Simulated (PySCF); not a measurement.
Zinc-blende AlN (metastable phase): correlation energy from several methods in one and the same small orbital space (PySCF; 2 atoms at the zone centre, 8 electrons in 58 orbitals, empty ones MP2 natural orbitals of a TZ basis, lattice constant set to 4.38 Å). It tests the methods against each other and lies far from the crystal's limit.

```csv
method,E_corr (eV per atom),share of CCSDT(Q) (%),difference (meV)
MP2,-2.7742,83.5,549
CCSD,-3.2033,96.4,119
CCSD(T),-3.3009,99.3,22
CCSDT,-3.3141,99.7,9
CCSDT(Q),-3.3228,100.0,0
```

MP2, (T) and (Q) use filled levels shifted down by the Madelung term, which in so small a cell is a large part of the gap, so these rows hang on it.

CCSDT(Q) is the highest level reached here, not an exact value.
